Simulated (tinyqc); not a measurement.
Worked calculation: UKS/B3LYP (VWN-RPA form) in the sto-3g basis, for LiH+, spin multiplicity 2. One step of it, computed by the program tinyqc.

Question. Iteration 2: DIIS coefficients. Solve [B -1; -1 0][c; lambda] = [0; -1] for the coefficients, which sum to one.

B (overlaps of the stored error matrices):
```
                1               2
1   2.7617440e-02  -4.0277910e-04
2  -4.0277910e-04   7.4494634e-05
```

Give: DIIS coefficients.

Answer.

DIIS coefficients: 0.0167  0.9833
